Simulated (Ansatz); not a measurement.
## H$_{3}$Si–SiH, triplet: vertical spin and charge gaps

Geometry (PBE0/def2-TZVP stationary point for this spin, not checked as a minimum):

```yaml
atoms:
  - { symbol: Si, position_ang: [0.0000, -0.0423, 1.1069] }
  - { symbol: Si, position_ang: [0.0000, 0.0877, -1.2063] }
  - { symbol: H, position_ang: [1.2091, -0.7474, 1.6139] }
  - { symbol: H, position_ang: [0.0000, 1.3526, 1.6175] }
  - { symbol: H, position_ang: [-1.2091, -0.7474, 1.6139] }
  - { symbol: H, position_ang: [0.0000, -1.1242, -2.0764] }
```

Basis cc-pVDZ; Ansatz 0.2.0. Correlated methods freeze the noble-gas cores. Prefix R: restricted or restricted open-shell reference; prefix U: unrestricted.

Gaps are energies of the second state less the first, at fixed atoms, for a selection of the levels run; each method lands on the state that its own search finds for that charge and spin.

For open shells CISD is restricted-active-space CI with the open shells as a complete middle space.

Removing an electron, to the quartet: 10.853 eV at UCCSDT(Q).

```
    level  gap (eV)  error (meV)
      RHF    10.332         -521
      UHF    10.319         -534
     RMP2    10.896           43
     UMP2    10.886           33
     CISD    10.778          -75
    RCCSD    10.857            4
    UCCSD    10.856            3
 RCCSD(T)    10.859            6
 UCCSD(T)    10.859            6
  BCCD(T)    10.859            6
   RCCSDT    10.852           -1
   UCCSDT    10.852           -1
RCCSDT(Q)    10.854            1
      PBE    10.829          -24
   r2SCAN    10.952           99
     PBE0    10.999          146
    B3LYP    11.019          166
  wB97M-V    11.059          206
   B2PLYP    10.956          103
  RPA-PBE    10.937           84
```

Removing an electron, to the doublet: 7.752 eV at UCCSDT(Q).

```csv
level,gap (eV),error (meV)
UHF,7.456,-296
RMP2,7.765,13
CISD,7.713,-39
BCCD(T),7.753,1
RCCSDT,7.751,-1
UCCSDT,7.751,-1
r2SCAN,8.036,284
B3LYP,7.778,26
wB97X-V,7.759,7
RPA-PBE,7.813,61
```

Quintet less triplet: 6.752 eV at UCCSDT(Q).

```tsv
level	gap (eV)	error (meV)
RHF	6.637	-115
UHF	6.569	-183
RMP2	6.808	56
UMP2	6.841	89
CISD	6.745	-7
RCCSD	6.785	33
UCCSD	6.784	32
RCCSD(T)	6.766	14
UCCSD(T)	6.766	14
BCCD(T)	6.767	15
RCCSDT	6.755	3
UCCSDT	6.755	3
RCCSDT(Q)	6.753	1
PBE	6.402	-350
r2SCAN	6.512	-240
PBE0	6.576	-176
B3LYP	6.696	-56
wB97M-V	6.875	123
B2PLYP	6.796	44
RPA-PBE	6.746	-6
```

In so small a basis the reference is far from its limit while semilocal and hybrid functionals are nearer theirs (RPA and double hybrids share much of the reference's basis error), so the functionals' errors here hold much of the reference's basis and frozen-core error, which can add to them or hide them.

Full CI isn't at hand for all of this; UCCSDT(Q) serves as the reference, and is uncertain by about the last step of the cluster series. The frozen core follows each run's orbitals, which can shift R against U totals by a few meV.
